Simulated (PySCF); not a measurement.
**Telling isomers of C4H5NO apart by NMR**

Method: PBE0-D3(BJ)/def2-SVP structure, NMR shieldings at PBE0/pcSseg-1/GIAO, J: B3LYP/pcJ-1 (spin–dipole term left out of most H,H and C,H couplings), in PySCF 2.14.0 with density-fitted response routines (rapidly exchanging positions averaged, gas phase, single conformer, no relativistic terms).

Chemical shifts δ = σref − σ; ¹H (σ = 31.27 ppm) and ¹³C (σ = 184.41 ppm) vs TMS, all at this level. Multiplet labels drop J under 1 Hz and among equivalent protons, and merge close values. Unscaled 3J(H,H) run several per cent high. Vicinal couplings that depend on rotamer populations or ring flexing (ring, CH–CH, X–H and H–F types) are those of the one conformer. Acid and N–H amide carbonyl carbons lie up to 10 ppm further downfield in solution (hydrogen bonding). Shifts are as computed. Against solution values, carbons near 30 ppm lie about +2 ppm off and those near 130 ppm about +5 ppm. Of 1211 compounds with measured shifts, 218 miss one by over three times the rms of a fit or turn the order of signals round; such compounds aren't used in these exercises. Across acyclic CH2–CH2 and CH–CH2 bonds, 3J(H,H) assumes equally populated rotamers. OH and NH positions are gas-phase values without hydrogen bonding to other molecules.

(1) Tabulate the signals of `N#CCCC=O`, `O=CNC1=CC1`, `Cc1cnoc1` and their relative energies.

(2) What is the quickest way to tell N#CCCC=O from O=CNC1=CC1?

(3) What is the quickest way to tell O=CNC1=CC1 from Cc1cnoc1?

(4) What is the quickest way to tell N#CCCC=O from Cc1cnoc1?

## Answers

(1) 
```tsv
SMILES	carbon types	δC	δH	E rel. (kcal/mol)
N#CCCC=O	1×C 1×CH 2×CH2	201.9, 123.7, 44.1, 10.8	9.81 (s, 1H), 2.59 (t, 2H), 2.26 (t, 2H)	0.0
O=CNC1=CC1	1×C 2×CH 1×CH2	156.7, 121.6, 77.5, 15.6	8.03 (s, 1H), 5.84 (br, 1H), 5.66 (td, 1H), 1.97 (d, 2H)	35.5
Cc1cnoc1	1×C 2×CH 1×CH3	159.5, 154.6, 118.4, 8.6	8.12 (q, 1H), 8.00 (s, 1H), 2.14 (d, 3H)	16.0
```

Energies are electronic energies at PBE0/pcSseg-1 on these geometries, without zero-point or thermal terms, each for the one conformer computed, which needn't be the lowest.

(2) Both give the same number of carbon signals, but DEPT or the intensities differ. The first has an aldehyde carbonyl carbon (CH) at 201.9 ppm, the second a β carbon of an enol-ether or enamine type C=C (CH) at 77.5 ppm. Their most deshielded carbons lie at 201.9 and 156.7 ppm. In the proton spectra the most deshielded non-exchanging signals are 9.81 (s, 1H) and 8.03 (s, 1H).

(3) Both give the same number of carbon signals, but DEPT or the intensities differ. The first has a β carbon of an enol-ether or enamine type C=C (CH) at 77.5 ppm, the second a methyl carbon on an aromatic ring (CH3) at 8.6 ppm. Their most deshielded carbons lie at 156.7 and 159.5 ppm.

(4) Both give the same number of carbon signals, but DEPT or the intensities differ. The first has an sp3 CH2 α to a carbonyl at 44.1 ppm, the second a methyl carbon on an aromatic ring (CH3) at 8.6 ppm. Their most deshielded carbons lie at 201.9 and 159.5 ppm. In the proton spectra the most deshielded non-exchanging signals are 9.81 (s, 1H) and 8.12 (q, J = 1.4 Hz, 1H).
